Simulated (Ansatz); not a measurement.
Antiferromagnetic (type II) rock-salt MnO was calculated with PBEsol (plane waves, PAW; Ansatz, a quantum-chemistry and plane-wave program).

Run with plane-wave cutoff 520 eV, 14×14×14 k mesh, perturbation theory, spin-polarised with opposed moments, scalar-relativistic PAW data made under PBE.

Cell (measured lattice):

Space group Fm-3m (No. 225); a = b = c = 4.4400 Å, α = β = γ = 90.00°

| atom | site | symmetry | x | y | z |
|---|---|---|---|---|---|
| Mn | 4a | m-3m | 0.0000 | 0.0000 | 0.0000 |
| O | 4b | m-3m | 0.5000 | 0.5000 | 0.5000 |
(The calculation used a cell of 4 atoms; values per cell refer to that cell.)

### Question
Estimate the high-frequency dielectric constant that the calculation returns.

### Answer

high-frequency dielectric constant: 8.34

Measured, for comparison: high-frequency dielectric constant 4.95 (temperature not stated, no zero-point or thermal correction; as tabulated in Skone et al. (2014), arXiv:1501.03184). Computed (rounded) less measured: high-frequency dielectric constant +68 %.

Note: the run finds an imaginary mode (69i cm⁻¹), so the cell is a saddle point at this level; the cell isn't this level's own, so it is under some stress, which shifts stiffness and frequencies.

It cost roughly 60 core-minutes of CPU time.
